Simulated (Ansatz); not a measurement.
Formation enthalpy of some intermetallic compounds

Method: rVV10 in Ansatz (PAW). References are measured values at room or unstated temperature, uncorrected unless marked, so that the deviations hold thermal and zero-point effects besides the level's error. The table is a random draw of 14 from 17 solids with such references.

Values in eV/atom.

```json
[
 {"solid": "ZrAl3 (I4/mmm, No. 139)", "reference": "-0.502", "rVV10": "-0.478", "deviation (eV/atom)": "+0.024"},
 {"solid": "CsCl-type CoAl", "reference": "-0.537", "rVV10": "-0.605", "deviation (eV/atom)": "-0.068"},
 {"solid": "CsCl-type CuZn", "reference": "-0.124", "rVV10": "-0.083", "deviation (eV/atom)": "+0.041"},
 {"solid": "L1₂ (Cu3Au-type) Al3Sc", "reference": "-0.451", "rVV10": "-0.451", "deviation (eV/atom)": "0.000"},
 {"solid": "L1₂ (Cu3Au-type) Cu3Au", "reference": "-0.074", "rVV10": "-0.022", "deviation (eV/atom)": "+0.052"},
 {"solid": "L1₀ (CuAu-type) CuAu", "reference": "-0.093", "rVV10": "-0.031", "deviation (eV/atom)": "+0.062"},
 {"solid": "TiAl3 (I4/mmm, No. 139)", "reference": "-0.379", "rVV10": "-0.398", "deviation (eV/atom)": "-0.019"},
 {"solid": "L1₂ (Cu3Au-type) Ni3Al", "reference": "-0.420", "rVV10": "-0.425", "deviation (eV/atom)": "-0.005"},
 {"solid": "L1₀ (CuAu-type) FePt", "reference": "-0.238", "rVV10": "-0.178", "deviation (eV/atom)": "+0.060"},
 {"solid": "CsCl-type AuZn (cubic form, which distorts at low temperature)", "reference": "-0.235", "rVV10": "-0.186", "deviation (eV/atom)": "+0.049"},
 {"solid": "A15 Nb3Sn (cubic form, which distorts at low temperature)", "reference": "-0.158", "rVV10": "-0.138", "deviation (eV/atom)": "+0.020"},
 {"solid": "antifluorite Mg2Ge", "reference": "-0.398", "rVV10": "-0.250", "deviation (eV/atom)": "+0.148"},
 {"solid": "L1₀ (CuAu-type) TiAl", "reference": "-0.38", "rVV10": "-0.404", "deviation (eV/atom)": "-0.024"},
 {"solid": "CsCl-type NiAl", "reference": "-0.640", "rVV10": "-0.648", "deviation (eV/atom)": "-0.008"}
]
```

Over these 14 solids the mean deviation is +0.024 eV/atom, the mean absolute deviation 0.041 eV/atom (median 0.033 eV/atom), and the worst case antifluorite Mg2Ge at +0.148 eV/atom; the value is above the reference in 8 of 14 cases. Over all 17, from unrounded values, the mean deviation is +0.018 eV/atom and the mean absolute deviation 0.040 eV/atom (median 0.033 eV/atom).

Spin–orbit coupling is left out, also for the solids with elements from indium on (L1₂ (Cu3Au-type) Cu3Au, L1₀ (CuAu-type) CuAu, L1₀ (CuAu-type) FePt, CsCl-type AuZn, A15 Nb3Sn); its size isn't shown.

Formation is from the elements' reference phases, gases as molecules.

Differences are worked out from the printed values.

The solid named is at each level's own relaxed cell; a reference phase can be a single point on another level's cell. Caveats: symmetry holds this phase in the static calculation, where it need not be a minimum (CsCl-type AuZn, A15 Nb3Sn). Ansatz's density-functional and Hartree–Fock values are scalar-relativistic unless marked +SOC, with PAW data made under PBE.

Run without spin polarisation: ZrAl3, TiAl3, A15 Nb3Sn.

Density-functional runs with spin start from parallel moments for L1₂ (Cu3Au-type) Ni3Al, parallel moments for L1₀ (CuAu-type) FePt.

Not in this set, of the intermetallic compounds with a reference value in our tables and a result at some level: 151 for no value at rVV10 (not run, a failed fit, an unstable or unbound cell, or a value held back for tests); 67 for a reference of another kind, counted apart; 1 for a run that ended without the magnetic order (rVV10). These can be a level's best or worst cases. At least 23 more with a reference value are held back for tests. Solids without a released value at any level aren't counted. Sums of energies from LAMMPS, tight-binding programs and other DFT programs aren't taken. Layered and molecular crystals are counted apart.

References as tabulated in Wang et al. (2021), doi:10.1038/s41598-021-94550-5; Nepal et al. (2020), arXiv:2007.11150; Nepal et al. (2019), arXiv:1905.09348; Zope and Mishin (2003), arXiv:cond-mat/0306298.

Ansatz is a quantum-chemistry and plane-wave program.
